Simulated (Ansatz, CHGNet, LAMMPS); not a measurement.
**Antiferromagnetic bcc Cr, cohesive energy**

Reference value: 4.15 eV/atom (measured, finite-temperature (and zero-point) corrections as in the cited sets; as tabulated in Jana et al. (2018), arXiv:1807.00350).

Problem. What do Lennard-Jones uff-vdw, CHGNet 0.3.0, PBE, PBE-D4, rVV10, r²SCAN, r²SCAN0 give, and how far is each from the reference?

Solution. 
```csv
level (code),value (eV/atom),cell (Å³/atom),error (eV/atom)
Lennard-Jones uff-vdw (LAMMPS),0.01,18.37,-4.14
CHGNet 0.3.0,4.09,11.67,-0.06
PBE (Ansatz),4.12,11.77,-0.03
PBE-D4 (Ansatz),4.57,11.43,+0.42
rVV10 (Ansatz),4.52,11.83,+0.37
r²SCAN (Ansatz),3.49,12.98,-0.66
r²SCAN0 (Ansatz),2.62,14.52,-1.53
```

Leaving aside Lennard-Jones uff-vdw (doubt noted below), CHGNet 0.3.0 (doubt noted below), r²SCAN0 (doubt noted below): Closest of the ranked levels: PBE (-0.03 eV/atom). Farthest off among them: r²SCAN (-0.66 eV/atom). Of the ranked levels only PBE lands within 0.2 eV/atom.

Free atoms are spin-polarised, in the lowest state found; at levels without +SOC their spin–orbit coupling is left out. Spin-polarised runs: PBE (opposed moments), PBE-D4 (opposed moments), rVV10 (opposed moments), r²SCAN (opposed moments), r²SCAN0 (opposed moments). Lennard-Jones uff-vdw: this is a force field's van der Waals term alone, without bonds or charges. Lennard-Jones uff-vdw: pair potentials favour close packing, so symmetry can be all that holds this lattice. CHGNet 0.3.0: free atoms can lie outside what these potentials were trained on. PBE, PBE-D4, rVV10, r²SCAN, r²SCAN0: the commensurate order stands in for chromium's spin-density wave, and the size of the moments varies much between levels. r²SCAN0: the cell is over a tenth larger than the published one: the level's own overestimate first of all, though another phase or state, or a fault of the published cell, is possible. r²SCAN0: the free atom's electronic state is in doubt. Each level is taken at its own relaxed cell. Cutoffs and k meshes differ between the levels. Ansatz's density-functional and Hartree–Fock values are scalar-relativistic unless marked +SOC, with PAW data made under PBE.

Machine-learned potentials (CHGNet 0.3.0) are trained on DFT data: a solid inside that data is no test of them.

Differences are worked out from the printed values.

Ansatz is an electronic-structure program.
